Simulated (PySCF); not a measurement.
## Basis set benchmark on one molecule

Molecule: SMILES C=CC(=O)C=C, C$_{5}$H$_{6}$O.

Geometry (Å), atoms numbered from 1 in this order:
```xyz
12

C    -2.3994    0.5113    0.1866
C    -1.2835    0.0221    0.7345
C     0.0296    0.1594    0.0437
O     0.1338    0.7185   -1.0302
C     1.2082   -0.4278    0.7409
C     2.4270   -0.3631    0.1976
H    -3.3729    0.4226    0.6744
H    -2.3415    1.0178   -0.7819
H    -1.3043   -0.4908    1.7012
H     1.0437   -0.9124    1.7084
H     3.3057   -0.7861    0.6900
H     2.5537    0.1285   -0.7720
```

Geometry PBE0-D3(BJ)/def2-SVP throughout; GIAO in PySCF 2.14.0 with density-fitted response routines, gas phase, one conformer, non-relativistic; equivalent atoms averaged; functional PBE0.

Reference values (measured; solution, not stated per compound (mostly CDCl3 or CCl4); Pretsch, Buehlmann, Badertscher, Structure Determination of Organic Compounds, 4th ed. (2009)): δ(H9/H10) = 6.67 ppm. Computed shifts are taken against TMS, calculated as an isolated molecule at each level.

How do the basis sets STO-3G, 6-31G, pcSseg-0, 6-31G*, def2-SVP, cc-pVDZ, pcSseg-1, aug-cc-pVDZ, 6-311+G(2d,p), def2-TZVP, cc-pVTZ, IGLO-III, pcSseg-2 perform against the reference? Times are CPU seconds on shared hosts with different chips, so compare them loosely.

Results:


| basis set | functions | H9/H10 | abs. error H | core-s |
| --- | --- | --- | --- | --- |
| STO-3G | 36 | 6.51 | 0.16 | 5.9 |
| 6-31G | 66 | 6.73 | 0.06 | 12 |
| pcSseg-0 | 66 | 6.65 | 0.02 | 9 |
| 6-31G* | 96 | 6.34 | 0.33 | 16 |
| def2-SVP | 114 | 6.31 | 0.36 | 18 |
| cc-pVDZ | 114 | 6.35 | 0.32 | 17 |
| pcSseg-1 | 132 | 6.49 | 0.18 | 12 |
| aug-cc-pVDZ | 192 | 6.88 | 0.21 | 33 |
| 6-311+G(2d,p) | 198 | 6.77 | 0.10 | 40 |
| def2-TZVP | 222 | 6.79 | 0.12 | 49 |
| cc-pVTZ | 264 | 6.77 | 0.10 | 58 |
| IGLO-III | 270 | 6.78 | 0.11 | 59 |
| pcSseg-2 | 300 | 6.78 | 0.11 | 30 |

For $^{1}$H the closest is pcSseg-0 (0.02 ppm) and the furthest def2-SVP (0.36 ppm). Where a smaller basis beats a larger one, errors probably cancel; the largest sets show where the functional converges. One molecule is a small sample, and vibrational and solvent effects are absent from the calculation.

A small basis that lands close on one nucleus may do so by chance; judge by the trend and by all nuclei.
